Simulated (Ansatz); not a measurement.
Results of PBEsol (plane waves, PAW; Ansatz, a program for electronic structure) for fcc Pd.

Run with plane-wave cutoff 520 eV, 18×18×18 k mesh, Fermi–Dirac smearing 0.1 eV, perturbation theory, force constants from a 6×6×6 q mesh, scalar-relativistic PAW data made under PBE.

Give the computed zero-point energy.


zero-point energy: 0.028 eV/atom

Cost on a shared machine: about 30 core-minutes (a rough figure).
